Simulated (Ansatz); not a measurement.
# HN–SH⁺, triplet in cc-pVDZ: errors against UCCSDT(Q)

Geometry: that of the HN–SH, doublet, kept fixed. The singlet lies 2.0 eV lower here.

```xyz
4

N     0.0000   -0.1878    1.0997
S     0.0000    0.0962   -0.5000
H     0.0000    0.7404    1.5312
H     0.0000   -1.1895   -0.9067
```

Basis cc-pVDZ; Ansatz 0.2.0. Correlated methods freeze the noble-gas cores, which leaves 12 electrons in 36 orbitals. Prefix R: restricted or restricted open-shell reference; prefix U: unrestricted. Active spaces: valence = (12e, 10o) chosen from the atoms' valence shells.

Full CI isn't at hand for all of this; UCCSDT(Q) serves as the reference, and is uncertain by about the last step of the cluster series. The frozen core follows each run's orbitals, which can shift R against U totals by a few meV.

For open shells CISD is restricted-active-space CI with the open shells as a complete middle space.

* UHF ⟨S²⟩: 2.042
* T1 diagnostic (RCCSD): 0.0498
* largest doubles amplitude (RCCSD): 0.068
* T1 diagnostic (UCCSD): 0.0366

```
                   level  E − E(UCCSDT(Q)) (meV)  share of correlation (%)  wall time
                     RHF                    8492                      0.00          –
                     UHF                    8124                      4.34          –
                    RMP2                    1252                     85.26          –
                    UMP2                    1287                     84.84          –
                    CISD                    1019                     88.01      1.3 s
                   RCCSD                     329                     96.12          –
                   UCCSD                     318                     96.26          –
                RCCSD(T)                      58                     99.32      1.6 s
                UCCSD(T)                      58                     99.32      1.5 s
                 BCCD(T)                      56                     99.35      1.1 s
                  RCCSDT                      26                     99.70          –
                  UCCSDT                      24                     99.71          –
               RCCSDT(Q)                       3                     99.96       12 s
  CASSCF (valence space)                    5952                     29.92          –
  NEVPT2 (valence space)                    1191                     85.98      1.9 s
  MRCISD (valence space)                     473                     94.43          –
MRCISD+Q (valence space)                      54                     99.37      3.3 s
```

The correlation energy at UCCSDT(Q), counted from RHF, is -8.492 eV. That run took 10 s on 1 thread of AMD EPYC 9R45, shared host.

Times hold each run's SCF and search for its determinant on a shared host, so for small cases they say little of a method's own cost; they ran on 1 thread of AMD EPYC 9R45.

Natural occupations of CASSCF (valence space) about the gap: 1.973 1.965 1.962 1.025 1.011 0.042 0.026 0.020; effectively unpaired electrons, Σ n²(2−n)², 2.02.
